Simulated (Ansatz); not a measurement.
**Property card for Li2Ca**

Level of theory: DFT r2SCAN, scalar-relativistic, plane waves, PAW (Ansatz 0.2.0).

Settings: cutoff 500 eV, Γ-centred mesh 8×8×8 on the computed 6-atom cell, Gaussian smearing of 0.10 eV; no spin polarisation.

The structure is relaxed at this level of theory with its symmetry kept. Whether it is the stable form of this composition wasn't checked.

```cif
data_structure
_symmetry_space_group_name_H-M 'Fd-3m:1'
_symmetry_Int_Tables_number 227
_cell_length_a 8.8085
_cell_length_b 8.8085
_cell_length_c 8.8085
_cell_angle_alpha 90.000
_cell_angle_beta 90.000
_cell_angle_gamma 90.000
_cell_volume 683.45
loop_
_atom_site_label
_atom_site_type_symbol
_atom_site_symmetry_multiplicity
_atom_site_Wyckoff_symbol
_atom_site_fract_x
_atom_site_fract_y
_atom_site_fract_z
_atom_site_occupancy
Li1 Li 16 d 0.12500 0.62500 0.12500 1
Ca1 Ca 8 a 0.50000 0.00000 0.50000 1
```

Problem. Formation energy from the elements' standard states (uncorrected)?

Solution. -0.023 eV/atom.

Problem. Density of states at the Fermi level?

Solution. 4.48 states/eV per cell.

Problem. Bulk modulus?

Solution. 15.9 GPa.

Problem. Its pressure derivative?

Solution. 3.4.